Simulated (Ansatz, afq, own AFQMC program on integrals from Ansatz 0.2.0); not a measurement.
**GaBr⁻, quartet: AFQMC among the cluster methods**

```xyz
2

Ga    0.0000    0.0000    0.0000
Br    0.0000    0.0000    6.3660
```

Basis aug-cc-pVDZ. Only valence electrons are correlated. AFQMC by an in-house program on the Cholesky factors that Ansatz 0.2.0 writes for its CCSD(T) run. ph-AFQMC/CISD is guided by a CISD state made of CCSD amplitudes; releasing the constraint for a short imaginary time cuts its bias at the price of noise, slowly where states lie close. ± is one standard error of the sampling. No spin–orbit coupling.

Determinant: ROHF, the one that the program's search chose, which needn't be the lowest solution. The geometry is a point of a scan.

No full CI on the walks' own integrals is used here; CCSDT(Q) serves as the reference and is uncertain by about the last step of the cluster series.

Cautions: no relativity below Rb; no spin-orbit coupling; inner d shell frozen; lower spins were not checked.

The T1 diagnostic is 0.0158, the weight of the determinant in the CISD state is 0.873 and the size of the correlated space is 11 electrons in 44 orbitals.

| level | correlation energy (eV) |
| --- | --- |
| MP2 | -3.9407 |
| CCSD | -4.7457 |
| CCSD(T) | -4.8418 |

**Question.** Estimate where phaseless AFQMC with the Hartree–Fock trial lies against CCSD(T) on the same integrals.

**Answer.** 4.49 ± 1.05 kcal/mol above CCSD(T).

Reference: CCSDT(Q), correlation energy -4.873 eV. The released energy is read at 2.40 1/Eh (meV from the phaseless value at times in 1/Eh: -13 ± 6 at 0.24, -22 ± 9 at 0.51, -27 ± 11 at 0.99, -39 ± 12 at 1.62, -37 ± 13 at 2.40).

| level | E − E(reference) (kcal/mol) | share of correlation (%) |
| --- | --- | --- |
| CCSD(T) | 0.72 | 99.36 |
| CCSDT | 0.13 | 99.88 |
| ph-AFQMC/HF | 5.21 ± 1.05 | 95.36 |
| ph-AFQMC/CISD | 1.02 ± 0.15 | 99.09 |
| released AFQMC | 0.17 ± 0.29 | 99.85 |

A walk keeps the symmetry of its determinant, which the program's search chose and which needn't be the lowest solution, so a lower state of the same spin and another symmetry isn't excluded. Released energies are given only where the last usable release times agree within the noise; a slower fall can still hide under it.
